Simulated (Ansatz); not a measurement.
Reaction: C3H8O (SMILES CCCO) → CH3 (SMILES [CH3], doublet) + C2H5O (SMILES [CH2]CO, doublet) (the C-C bond breaks)
Each species at its own B3LYP-D3(BJ)/def2-TZVP minimum (Ansatz, a program for electronic structure), one conformer.

Wanted: bond dissociation energy (electronic), in kcal/mol. Radicals and triplets start from unrestricted determinants; spin-orbit coupling is neglected. CBS(X,Y): correlation extrapolated as X^-3, Hartree-Fock from the larger set. A bracket is a step between two methods taken in the basis named. The functionals are non-relativistic, so their misses hold any scalar relativity. Double hybrids freeze cores in their MP2 part. 'core' is core correlation in cc-pwCVTZ, 'X2C' scalar relativity in cc-pVTZ-DK, both at CCSD(T).

CCSD(T)/CBS(cc-pVTZ,cc-pVQZ) + [CCSDT(Q) - CCSD(T)]/cc-pVDZ + core + X2C (Ansatz) gives 97.5 kcal/mol.

### Question
What does PBE/def2-TZVPD (Ansatz) give here, and how do the other levels compare?

### Answer
PBE gives 94.2 kcal/mol, 3.3 kcal/mol below it. Differences of the others: B3LYP/def2-TZVPD (Ansatz) -8.0; PBE0/def2-TZVPD (Ansatz) -4.1; wB97M-V/def2-TZVPD (Ansatz) -0.1; B2PLYP/def2-TZVPD (Ansatz) -4.6; CCSD(T)/CBS(cc-pVTZ,cc-pVQZ) + core + X2C (Ansatz) 0.1 kcal/mol. Nearer than PBE: wB97M-V/def2-TZVPD, CCSD(T)/CBS(cc-pVTZ,cc-pVQZ) + core + X2C.
